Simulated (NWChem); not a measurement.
carbon tetrachloride (CCl₄); SMILES ClC(Cl)(Cl)Cl

Computed with NWChem. Medium grid unless said otherwise, to which SCAN and Minnesota functionals are sensitive. All runs use the structure optimised with PBE0/def2-SVP. B3LYP is NWChem's, with the RPA form of VWN correlation. Total energies of different functionals are on different scales.

```json
[
 {"level": "LDA (Slater exchange, VWN5)/def2-TZVPD", "energy (Ha)": "-1872.7098", "highest occupied level (eV)": "-7.81", "orbital gap (eV)": "4.86", "relative time": "2"},
 {"level": "PBE/def2-TZVPD", "energy (Ha)": "-1878.1650", "highest occupied level (eV)": "-7.68", "orbital gap (eV)": "4.89", "relative time": "2"},
 {"level": "BLYP/def2-TZVPD", "energy (Ha)": "-1878.9282", "highest occupied level (eV)": "-7.52", "orbital gap (eV)": "4.84", "relative time": "2"},
 {"level": "TPSS/def2-TZVPD", "energy (Ha)": "-1879.0395", "highest occupied level (eV)": "-7.81", "orbital gap (eV)": "5.12", "relative time": "2"},
 {"level": "r2SCAN/def2-TZVPD", "energy (Ha)": "-1878.8110", "highest occupied level (eV)": "-8.03", "orbital gap (eV)": "5.35", "relative time": "2"},
 {"level": "B3LYP/def2-TZVPD", "energy (Ha)": "-1879.0027", "highest occupied level (eV)": "-8.84", "orbital gap (eV)": "6.83", "relative time": "2"},
 {"level": "PBE0/def2-TZVPD", "energy (Ha)": "-1878.3053", "highest occupied level (eV)": "-9.12", "orbital gap (eV)": "7.38", "relative time": "1"},
 {"level": "M06-2X/def2-TZVPD", "energy (Ha)": "-1878.8777", "highest occupied level (eV)": "-10.50", "orbital gap (eV)": "9.76", "relative time": "1"},
 {"level": "CAM-B3LYP/def2-TZVPD", "energy (Ha)": "-1878.9827", "highest occupied level (eV)": "-10.51", "orbital gap (eV)": "9.93", "relative time": "10"},
 {"level": "Hartree-Fock/def2-TZVPD", "energy (Ha)": "-1875.8868", "highest occupied level (eV)": "-12.53", "orbital gap (eV)": "13.77", "relative time": "1"}
]
```

The last column is a rough cost ratio, cheapest run = 1.
